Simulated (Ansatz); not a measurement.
System: fcc Pd. Method: PBE in Ansatz (PAW).

Run with plane-wave cutoff 520 eV, 28×28×28 k mesh, Fermi–Dirac smearing 0.037 eV (set by the program), scalar-relativistic PAW data made under PBE.

Computed at the level's own relaxed cell.

Elastic tensor (GPa, Voigt notation, ions relaxed):

```
  199.1   151.9   151.9     0.0     0.0     0.0
  151.9   199.1   151.9     0.0     0.0     0.0
  151.9   151.9   199.1     0.0     0.0     0.0
    0.0     0.0     0.0    60.7     0.0     0.0
    0.0     0.0     0.0     0.0    60.7     0.0
    0.0     0.0     0.0     0.0     0.0    60.7
```

Task: Work out the Voigt, Reuss and Hill averages of the bulk and shear moduli, Young's modulus and Poisson's ratio from the printed constants.

Result: K_V = [C11 + C22 + C33 + 2(C12 + C13 + C23)]/9 = [597.3 + 2 × 455.7]/9 = 167.6 GPa. G_V = [597.3 − 455.7 + 3 × 182.1]/15 = 45.9 GPa. From the compliances S = C⁻¹, K_R = 167.6 and G_R = 37.3 GPa. Hill means: K = 167.6, G = 41.6 GPa. E = 9KG/(3K + G) = 115 GPa, ν = (3K − 2G)/(6K + 2G) = 0.39, K/G = 4.03.

Measured, for comparison: elastic constant C11 234 GPa, elastic constant C12 176 GPa, elastic constant C44 71.2 GPa (0 K, extrapolated to 0 K; zero-point effects included; as tabulated in Malica and Corso (2021), arXiv:2109.00459). Computed (rounded) less measured: elastic constant C11 -15 %, elastic constant C12 -14 %, elastic constant C44 -15 %.

Static lattice: no zero-point or thermal effects.

Ansatz is a quantum-chemistry and plane-wave program.
